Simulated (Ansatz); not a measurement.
Mulliken charges of H$_{3}$OPS, SMILES `OPS` from ωB97M-V/def2-TZVPP in Ansatz (PBE0-D4/def2-TZVP geometry).

```json
{"atom": "O1", "x (Å)": "-1.362", "y (Å)": "0.080", "z (Å)": "-0.530", "charge (e)": "-0.329"}
{"atom": "P2", "x (Å)": "0.068", "y (Å)": "0.706", "z (Å)": "-0.004", "charge (e)": "0.179"}
{"atom": "S3", "x (Å)": "1.401", "y (Å)": "-0.928", "z (Å)": "0.125", "charge (e)": "-0.208"}
{"atom": "H4", "x (Å)": "-1.987", "y (Å)": "0.022", "z (Å)": "0.198", "charge (e)": "0.181"}
{"atom": "H5", "x (Å)": "0.527", "y (Å)": "1.033", "z (Å)": "-1.303", "charge (e)": "0.062"}
{"atom": "H6", "x (Å)": "1.394", "y (Å)": "-0.977", "z (Å)": "1.467", "charge (e)": "0.114"}
```

Question: By hand: the dipole of these point charges (1 e Å = 4.8032 D).

Answer: Σ q r = (0.001, 0.250, 0.270) e Å, of length 0.368 e Å = 1.77 D.

Question: How does the dipole of the full density compare? (Best estimate.)

Answer: Computed: (-0.185, 0.085, 0.301) e Å, 1.75 D; the point charges give 1.01 times that, at 40° from its direction.

Point charges leave out the atoms' own dipoles, such as those of lone pairs, and Mulliken's split depends on the basis, so the two needn't agree.
